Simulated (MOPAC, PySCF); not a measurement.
Molecule: C$_{2}$H$_{3}$O$_{2}$, net charge 0, doublet state. SMILES: C(=O)O[CH2]
Geometry: optimised at B3LYP-D3(BJ)/def2-TZVP (Ansatz).

Unscaled harmonic wavenumbers (cm⁻¹) in rising order, each level at the stationary point that it reaches from this structure (no distance between atoms moves by over 0.3 Å); the order of modes can differ between levels, and a negative number is imaginary. B3LYP-D3(BJ)/def2-TZVP (PySCF, at the structure above): 197, 253, 326, 379, 749, 997, 1010, 1158, 1225, 1401, 1451, 1794, 3071, 3189, 3346.

AM1 (MOPAC): 178, 273, 358, 512, 717, 964, 1152, 1226, 1346, 1419, 1517, 2048, 3179, 3229, 3264. Zero-point energy 30.6 against 29.4 kcal/mol; where all levels lie over 400 cm⁻¹, the wavenumbers are on average 1.041 times those of B3LYP-D3(BJ)/def2-TZVP.

PM3 (MOPAC): 163, 264, 340, 378, 641, 922, 981, 1012, 1180, 1246, 1402, 1949, 2959, 3055, 3180. Zero-point energy 28.1 against 29.4 kcal/mol; where all levels lie over 400 cm⁻¹, the wavenumbers are on average 0.946 times those of B3LYP-D3(BJ)/def2-TZVP.
